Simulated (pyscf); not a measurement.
PySCF, gas phase, ωB97X-D3(BJ)/def2-SVP geometries.

Task: Estimate by transition-state theory (the high-pressure limit) the rate constant of O=Cr(OH)(OH)(F)–F (SMILES [O]=[Cr]([OH])([OH])([F])[F]) → O=Cr(=O)(F)–F (SMILES [O]=[Cr](=[O])([F])[F]) + H₂O (SMILES O) (singlet surface; Cr–O, H–O broken, H–O formed) at 900 K, with ωB97M-D3(BJ)/def2-TZVP energies (ideal gas, 1 atm, RRHO with modes under 100 cm⁻¹ raised to 100, one conformer, R ln 2 for chiral ones without a mode under 150 cm⁻¹; no tunnelling).

Result: The electronic barrier is 16.3 kcal/mol and the thermal terms add -1.8, so ΔG‡ = 14.5 kcal/mol. With k_BT/h = 1.88e+13 s⁻¹ and RT = 1.788 kcal/mol, k = 5.8e+09 s⁻¹, a half-life of 1.2e-10 s through this channel alone. Wigner's tunnelling factor for 1338i cm⁻¹ would be 1.19. A shift of 1 kcal/mol in the barrier changes k by a factor 1.7. On the product side the descent ends in a complex (not fully relaxed), 4.4 kcal/mol under the separated species and 40.2 kcal/mol under the saddle at ωB97X-D3(BJ)/def2-TZVP. One saddle was located; it need not be the lowest between these sides.
